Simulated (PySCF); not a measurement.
**Magnetic susceptibility: `[AlH4-]`, [AlH₄]-, charge -1**

Geometry:
| atom | x (Å) | y (Å) | z (Å) |
| --- | --- | --- | --- |
| Al1 | -0.006 | -0.002 | -0.001 |
| H2 | 0.615 | 1.191 | -0.958 |
| H3 | -1.097 | 0.649 | 1.053 |
| H4 | 1.216 | -0.720 | 0.846 |
| H5 | -0.758 | -1.128 | -0.944 |

Total charge -1.

Method used: GIAO B3LYP/def2-SVP magnetisability, rotational g tensor and spin-rotation constants, non-relativistic, gas phase in PySCF 2.14.0. Geometry: PBE0-D3(BJ)/def2-SVP.

For an ion the centre-of-mass motion in the field is neglected.

(1) What are the magnetisability and the molar susceptibility?

(2) Split it along the inertial axes a, b, c into diamagnetic and paramagnetic parts about the centre of mass, with the quadrupole moment.

(3) And the rotational g tensor?

Answers

(1) Isotropic -455 × 10⁻³⁰ J/T², or -27.4 × 10⁻⁶ cm³/mol; principal values -455, -455, -455 × 10⁻³⁰ J/T², anisotropy 0 × 10⁻³⁰ J/T² (root of half the summed squared differences of the principal values). The susceptibility is in cgs units.

(2) 
```tsv
axis	χ (10⁻⁶ cm³/mol)	diamagnetic (10⁻⁶ cm³/mol)	paramagnetic (10⁻⁶ cm³/mol)	summed x² of all electrons (Å²)	quadrupole Θ (D Å)
a	-27.4	-74.7	47.3	8.8	0.00
b	-27.4	-74.7	47.3	8.8	0.00
c	-27.4	-74.7	47.3	8.8	0.00
```
Anisotropies 2χaa − χbb − χcc = 0.0 and 2χbb − χaa − χcc = 0.0 × 10⁻⁶ cm³/mol. Θ is traceless in Buckingham's convention.

(3) 
```
axis  rotational constant (GHz)        g  nuclear part  electronic part
   a                    69.0249  -0.5344        0.9997          -1.5341
   b                    69.0027  -0.5343        0.9994          -1.5336
   c                    69.0002  -0.5343        0.9993          -1.5336
```
Spherical top; isotopes 27Al, 1H; no vibrational averaging.
